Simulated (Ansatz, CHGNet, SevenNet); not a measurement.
CaB6-type LaB6, elastic constant C44

Reference value: 90 ± 5 GPa (measured, temperature not stated, no zero-point or thermal correction; as tabulated in Z. Phys. B, doi 10.1007/BF01469434 (note on Brillouin scattering of LaB6)).

| level (code) | value (GPa) | cell (Å³/atom) |
|---|---|---|
| CHGNet 0.3.0 | 29.5 | 10.26 |
| SevenNet-0 | 37.6 | 10.25 |
| SevenNet-l3i5 | 58.5 | 10.25 |
| LDA (Ansatz) | 97.4 | 9.83 |
| PBE (Ansatz) | … | 10.25 |
| PBEsol (Ansatz) | 90.5 | 10.06 |
| r²SCAN (Ansatz) | 97.3 | 10.23 |

Fill in the missing entries.


- PBE (Ansatz, a first-principles code), value (GPa): 88.4

Differences against the reference: CHGNet 0.3.0 -67 %, SevenNet-0 -58 %, SevenNet-l3i5 -35 %, LDA +8.2 %, PBE -1.8 %, PBEsol +0.6 %, r²SCAN +8.1 %.

The reference's temperature isn't stated, so close values are not ranked against it. Off by more than 25 %, or 35 % on the side where a correction would as a rule narrow the miss (bounds picked here): CHGNet 0.3.0 (-67 %), SevenNet-0 (-58 %), SevenNet-l3i5 (-35 %). Within the reference's own bar: PBE, PBEsol.

The reference isn't brought to a static lattice, while the calculations are for one, so the differences are not the levels' errors alone. A static lattice is as a rule stiffer than a warm one, by over a tenth in soft solids.  Each level is taken at its own relaxed cell. Cutoffs differ between the levels. Ansatz's density-functional and Hartree–Fock values are scalar-relativistic unless marked +SOC, with PAW data made under PBE.

Machine-learned potentials (CHGNet 0.3.0, SevenNet-0, SevenNet-l3i5) are trained on DFT data: a solid inside that data is no test of them.

Differences are worked out from the printed values.
